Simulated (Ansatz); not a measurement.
Ansatz (a quantum-chemistry and plane-wave program) input (MP2/6-31G*):

Ansatz 0.2 input:
```yaml
crystal:
  periodic: [false, false, false]
  atoms:
    - {symbol: O, position_ang: [0.00099809, 0.01389308, 1.14711140]}
    - {symbol: C, position_ang: [0.00924645, 1.12452499, 0.24677396]}
    - {symbol: C, position_ang: [-0.00831003, -1.06235820, 0.31731738]}
    - {symbol: C, position_ang: [0.00561935, 0.80061591, -1.07178213]}
    - {symbol: C, position_ang: [-0.00608590, -0.66131746, -0.98413576]}
    - {symbol: H, position_ang: [0.01719716, 2.05952955, 0.79186404]}
    - {symbol: H, position_ang: [-0.01570943, -2.02795876, 0.80476096]}
    - {symbol: H, position_ang: [-0.01229172, -1.35150690, -1.82255693]}
basis:
  gaussian:
    orbitals: 6-31G*
total_charge: -1
magnetization: {spin_polarized: false}
correlation: {method: mp2, electrons: outside_noble_gas}
relax: {f_tol: 0.003, max_steps: 120}
```

Output:

```
WARN ansatz: RAYON_NUM_THREADS=1 ignored (pool sized by the plan → 1); use --threads N
Functional definition: HF
these checks for a lower state are left out or cut short: cluster_reference
integrals: 0.03 GiB planned
900 factors; integrals over basis functions are off by at most 3.7e-4 eV
mean field: 0.19 GiB planned
mean field evaluation 1: about -6199.1015 eV, gradient 3.5e1 eV
mean field evaluation 2: about -6199.1942 eV, gradient 3.5e1 eV
mean field evaluation 4: about -6202.6577 eV, gradient 4.8e0 eV
mean field evaluation 8: about -6202.7544 eV, gradient 4.7e-1 eV
mean field -6202.75641289 eV, -227.9470937944 hartree, gradient 7.1e-6 eV, S^2 0.000000; 0 other end points of the search recorded, 0 dependent functions left out; unrestricted orbitals would lower it
5 core orbitals not correlated
reference -6202.75641289 eV, -227.9470937944 hartree; 13, 13 occupied and 63, 63 virtual orbitals, 900 factors
densities: 0.15 GiB planned
second order -18.88967534 eV of doubles, -0.00000000 eV of singles
the calculation of the forces begins
mean field evaluation 16: about -6202.7564 eV, gradient 7.1e-6 eV
relax step   1: F+E_penalty+E_count = -6221.64608823 eV  Δ(F+E_penalty+E_count) = +0.000e0 eV  max|allowed force component| = 8.426e-1 eV/Å  Δτ_max = 0.0000 Å  (48 SCF iters, accepted)
these checks for a lower state are left out or cut short: starts, cluster_reference, orbital_swaps, neighbouring_geometries, increment
integrals: 0.03 GiB planned
900 factors; integrals over basis functions are off by at most 3.8e-4 eV
mean field: 0.19 GiB planned
mean field -6202.72901380 eV, -227.9460868964 hartree, gradient 9.8e-7 eV, S^2 0.000000; 0 other end points of the search recorded, 0 dependent functions left out; unrestricted orbitals would lower it
5 core orbitals not correlated
reference -6202.72901380 eV, -227.9460868964 hartree; 13, 13 occupied and 63, 63 virtual orbitals, 900 factors
densities: 0.15 GiB planned
second order -18.93567465 eV of doubles, -0.00000000 eV of singles
the calculation of the forces begins
relax step   2: F+E_penalty+E_count = -6221.66468845 eV  Δ(F+E_penalty+E_count) = -1.860e-2 eV  max|allowed force component| = 3.050e-1 eV/Å  Δτ_max = 0.0168 Å  (47 SCF iters, accepted)
these checks for a lower state are left out or cut short: starts, cluster_reference, orbital_swaps, neighbouring_geometries, increment
integrals: 0.03 GiB planned
900 factors; integrals over basis functions are off by at most 3.9e-4 eV
mean field: 0.19 GiB planned
mean field evaluation 32: about -6202.7103 eV, gradient 2.3e-3 eV
mean field -6202.71029644 eV, -227.9453990459 hartree, gradient 1.0e-6 eV, S^2 0.000000; 0 other end points of the search recorded, 0 dependent functions left out; unrestricted orbitals would lower it
5 core orbitals not correlated
reference -6202.71029644 eV, -227.9453990459 hartree; 13, 13 occupied and 63, 63 virtual orbitals, 900 factors
densities: 0.15 GiB planned
second order -18.95666935 eV of doubles, -0.00000000 eV of singles
the calculation of the forces begins
relax step   3: F+E_penalty+E_count = -6221.66696578 eV  Δ(F+E_penalty+E_count) = -2.277e-3 eV  max|allowed force component| = 1.054e-1 eV/Å  Δτ_max = 0.0061 Å  (40 SCF iters, accepted)
these checks for a lower state are left out or cut short: starts, cluster_reference, orbital_swaps, neighbouring_geometries, increment
integrals: 0.03 GiB planned
900 factors; integrals over basis functions are off by at most 3.9e-4 eV
mean field: 0.19 GiB planned
mean field -6202.70823985 eV, -227.9453234680 hartree, gradient 2.7e-6 eV, S^2 0.000000; 0 other end points of the search recorded, 0 dependent functions left out; unrestricted orbitals would lower it
5 core orbitals not correlated
reference -6202.70823985 eV, -227.9453234680 hartree; 13, 13 occupied and 63, 63 virtual orbitals, 900 factors
densities: 0.15 GiB planned
second order -18.95901338 eV of doubles, -0.00000000 eV of singles
the calculation of the forces begins
relax step   4: F+E_penalty+E_count = -6221.66725324 eV  Δ(F+E_penalty+E_count) = -2.875e-4 eV  max|allowed force component| = 3.167e-2 eV/Å  Δτ_max = 0.0014 Å  (39 SCF iters, accepted)
these checks for a lower state are left out or cut short: starts, cluster_reference, orbital_swaps, neighbouring_geometries, increment
integrals: 0.03 GiB planned
900 factors; integrals over basis functions are off by at most 3.9e-4 eV
mean field: 0.19 GiB planned
mean field -6202.70891403 eV, -227.9453482435 hartree, gradient 2.0e-6 eV, S^2 0.000000; 0 other end points of the search recorded, 0 dependent functions left out; unrestricted orbitals would lower it
5 core orbitals not correlated
reference -6202.70891403 eV, -227.9453482435 hartree; 13, 13 occupied and 63, 63 virtual orbitals, 900 factors
densities: 0.15 GiB planned
second order -18.95839525 eV of doubles, -0.00000000 eV of singles
the calculation of the forces begins
relax step   5: F+E_penalty+E_count = -6221.66730928 eV  Δ(F+E_penalty+E_count) = -5.605e-5 eV  max|allowed force component| = 7.490e-3 eV/Å  Δτ_max = 0.0009 Å  (38 SCF iters, accepted)
these checks for a lower state are left out or cut short: starts, cluster_reference, orbital_swaps, neighbouring_geometries, increment
integrals: 0.03 GiB planned
900 factors; integrals over basis functions are off by at most 3.9e-4 eV
mean field: 0.19 GiB planned
mean field evaluation 64: about -6202.7093 eV, gradient 1.4e-6 eV
mean field -6202.70926395 eV, -227.9453611029 hartree, gradient 1.4e-6 eV, S^2 0.000000; 0 other end points of the search recorded, 0 dependent functions left out; unrestricted orbitals would lower it
5 core orbitals not correlated
reference -6202.70926395 eV, -227.9453611029 hartree; 13, 13 occupied and 63, 63 virtual orbitals, 900 factors
densities: 0.15 GiB planned
second order -18.95804791 eV of doubles, -0.00000000 eV of singles
the calculation of the forces begins
relax step   6: F+E_penalty+E_count = -6221.66731186 eV  Δ(F+E_penalty+E_count) = -2.574e-6 eV  max|allowed force component| = 3.592e-3 eV/Å  Δτ_max = 0.0007 Å  (35 SCF iters, accepted)
these checks for a lower state are left out or cut short: starts, cluster_reference, orbital_swaps, neighbouring_geometries, increment
integrals: 0.03 GiB planned
900 factors; integrals over basis functions are off by at most 3.9e-4 eV
mean field: 0.19 GiB planned
mean field -6202.70923341 eV, -227.9453599804 hartree, gradient 2.9e-6 eV, S^2 0.000000; 0 other end points of the search recorded, 0 dependent functions left out; unrestricted orbitals would lower it
5 core orbitals not correlated
reference -6202.70923341 eV, -227.9453599804 hartree; 13, 13 occupied and 63, 63 virtual orbitals, 900 factors
densities: 0.15 GiB planned
second order -18.95808061 eV of doubles, -0.00000000 eV of singles
the calculation of the forces begins
relax step   7: F+E_penalty+E_count = -6221.66731402 eV  Δ(F+E_penalty+E_count) = -2.161e-6 eV  max|allowed force component| = 1.783e-3 eV/Å  Δτ_max = 0.0003 Å  (35 SCF iters, accepted)
these checks for a lower state are left out or cut short: cluster_reference
integrals: 0.03 GiB planned
900 factors; integrals over basis functions are off by at most 3.9e-4 eV
mean field: 0.19 GiB planned
mean field -6202.70923341 eV, -227.9453599804 hartree, gradient 2.9e-6 eV, S^2 0.000000; 1 other end points of the search recorded, 0 dependent functions left out; unrestricted orbitals would lower it
5 core orbitals not correlated
reference -6202.70923341 eV, -227.9453599804 hartree; 13, 13 occupied and 63, 63 virtual orbitals, 900 factors
densities: 0.15 GiB planned
second order -18.95808061 eV of doubles, -0.00000000 eV of singles
the calculation of the forces begins
Total energy: -6221.66731402 eV, -228.6420565926 hartree
Atom 0 at     0.001031     0.017186     1.155781 Å, force    -0.000002    -0.000186    -0.000491 eV/Å
Atom 1 at     0.009161     1.114212     0.243164 Å, force     0.000013     0.001505     0.001079 eV/Å
Atom 2 at    -0.008344    -1.066931     0.320341 Å, force     0.000002     0.000219     0.000512 eV/Å
Atom 3 at     0.005678     0.809951    -1.092560 Å, force    -0.000015    -0.001783    -0.000432 eV/Å
Atom 4 at    -0.005986    -0.648609    -0.987872 Å, force     0.000004     0.000570    -0.000662 eV/Å
Atom 5 at     0.017140     2.051944     0.797322 Å, force    -0.000001    -0.000175     0.000443 eV/Å
Atom 6 at    -0.015732    -2.032054     0.818689 Å, force     0.000002     0.000232    -0.000164 eV/Å
Atom 7 at    -0.012284    -1.350276    -1.825512 Å, force    -0.000003    -0.000383    -0.000286 eV/Å
Dipole moment:    -0.004144    -0.576352     0.644388 e Å
Checks for a lower state left out: cluster_reference
```

The dipole moment of an ion depends on the origin.
